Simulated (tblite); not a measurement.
Species: fluorosilane, FH3Si.
SMILES: `F[SiH3]`

Method: GFN2-xTB as coded in tblite; computed harmonic values from a numerical Hessian at the method's own geometry, unscaled. Errors from tens to a few hundred cm⁻¹ against measured bands are possible. Modes of hydrogen on silicon can be 10 to 20 % off.

Harmonic wavenumbers (cm⁻¹): 569.0, 570.9, 777.2, 778.6, 788.0, 831.2, 2343.1, 2343.8, 2363.9.

A = 84823, B = 14372, C = 14370 MHz; mass 49.999 u (most abundant isotopes); point group C3v, symmetry number 3.

What is the zero-point energy?

½Σν̃ = 5683 cm⁻¹ = 16.25 kcal/mol.

Entropy at 273.15 K, 1 bar (ideal gas, RRHO, classical rotation)?

Translation 37.24, rotation 18.00, vibration 1.47: S = 56.7 cal/(mol K).

And Cp and H(273.15 K) − H(0)?

Cp = 12.12 cal/(mol K), of which vibrations give 4.17 (their classical limit is 9 R = 17.9); H(273.15 K) − H(0) = 2.48 kcal/mol without the zero-point energy, 0.31 from vibrations.

Which modes carry the vibrational entropy at 273.15 K?

569.0 cm⁻¹: 0.41; 570.9 cm⁻¹: 0.41; 777.2 cm⁻¹: 0.17; 778.6 cm⁻¹: 0.17; 788.0 cm⁻¹: 0.16; 831.2 cm⁻¹: 0.14 cal/(mol K); the other 3 give 0.00 together.

How do the functions run with temperature in this model?

```json
{"T (K)": "50", "S (cal/(mol K))": "41.7", "Cp (cal/(mol K))": "7.9", "H − H(0) (kcal/mol)": "0.40", "G − H(0) (kcal/mol)": "-1.69", "ln q(vib)": "0.00"}
{"T (K)": "100", "S (cal/(mol K))": "47.3", "Cp (cal/(mol K))": "8.0", "H − H(0) (kcal/mol)": "0.80", "G − H(0) (kcal/mol)": "-3.93", "ln q(vib)": "0.00"}
{"T (K)": "298.15", "S (cal/(mol K))": "57.8", "Cp (cal/(mol K))": "12.8", "H − H(0) (kcal/mol)": "2.79", "G − H(0) (kcal/mol)": "-14.44", "ln q(vib)": "0.22"}
{"T (K)": "373.15", "S (cal/(mol K))": "60.9", "Cp (cal/(mol K))": "14.5", "H − H(0) (kcal/mol)": "3.82", "G − H(0) (kcal/mol)": "-18.89", "ln q(vib)": "0.43"}
{"T (K)": "500", "S (cal/(mol K))": "65.4", "Cp (cal/(mol K))": "16.7", "H − H(0) (kcal/mol)": "5.81", "G − H(0) (kcal/mol)": "-26.91", "ln q(vib)": "0.87"}
{"T (K)": "750", "S (cal/(mol K))": "72.8", "Cp (cal/(mol K))": "19.5", "H − H(0) (kcal/mol)": "10.36", "G − H(0) (kcal/mol)": "-44.23", "ln q(vib)": "1.83"}
{"T (K)": "1000", "S (cal/(mol K))": "78.7", "Cp (cal/(mol K))": "21.3", "H − H(0) (kcal/mol)": "15.48", "G − H(0) (kcal/mol)": "-63.18", "ln q(vib)": "2.80"}
```

q(vib) and H(0) count from the zero-point level.

What must be added to the electronic energy to get the Gibbs energy at 273.15 K and 1 bar?

ZPE + [H(273.15 K) − H(0)] − T·S = 16.25 + 2.48 − 15.49 = 3.24 kcal/mol.
